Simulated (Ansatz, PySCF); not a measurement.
Molecule: C₂H₃N, charge 0, multiplicity 1. 
Coordinates optimised at B3LYP-D3(BJ)/def2-TZVP (Ansatz, a first-principles code):
```
C
H 1 1.0902
H 1 1.0902 2 108.78
H 1 1.0902 2 108.78 3 118.36
C 1 1.4544 2 110.15 3 -120.82
N 5 1.1493 3 150.78 1 180.00
```

Total electronic energies in hartree. Correlated levels leave the core frozen unless marked. Spin-orbit coupling is left out. No relativistic terms. Basis-set limits of correlation are two-point, X^-3; Hartree-Fock from the larger set. [CCSD(T)-MP2]/basis is that difference in the basis named.

```csv
level,program,energy (Eh)
HF/cc-pVTZ,Ansatz,-131.97382
RI-HF/aug-cc-pVTZ,Ansatz,-131.97531
BP86-D3(BJ)/def2-TZVPD,PySCF + dftd3,-132.80820
TPSS-D3(BJ)/def2-TZVPD,PySCF + dftd3,-132.83156
B97M-V/def2-TZVPD,Ansatz,-132.79614
B3LYP/def2-TZVPD,Ansatz,-132.81056
PBE0/def2-SVP,Ansatz,-132.49174
TPSSh-D3(BJ)/def2-TZVPD,PySCF + dftd3,-132.81500
PW6B95/def2-TZVPD,PySCF,-132.97138
HSE06/def2-TZVPD,Ansatz,-132.63437
CAM-B3LYP-D3(BJ)/def2-TZVPD,Ansatz + dftd3,-132.73882
CAM-B3LYP/def2-TZVPD,PySCF,-132.73691
wB97X/def2-TZVPD,Ansatz,-132.76660
B2GP-PLYP-D3(BJ)/def2-TZVPD,Ansatz + dftd3,-132.66889
MP2/6-31G,Ansatz,-132.15986
RI-MP2/cc-pVQZ,Ansatz,-132.52975
CCSD/6-31G,Ansatz,-132.17372
CCSD/6-31G*,Ansatz,-132.35590
CCSD/cc-pVTZ,Ansatz,-132.50262
CCSD/cc-pwCVTZ,Ansatz,-132.51060
CCSD(T)/aug-cc-pVDZ,Ansatz,-132.42013
CCSD(T)/cc-pwCVTZ,Ansatz,-132.53614
"RI-MP2/CBS(aug-cc-pVTZ,aug-cc-pVQZ)+[CCSD(T)-MP2]/aug-cc-pVTZ",Ansatz,-132.5940
```

Totals of different functionals don't rank their quality; only differences between species are comparable.
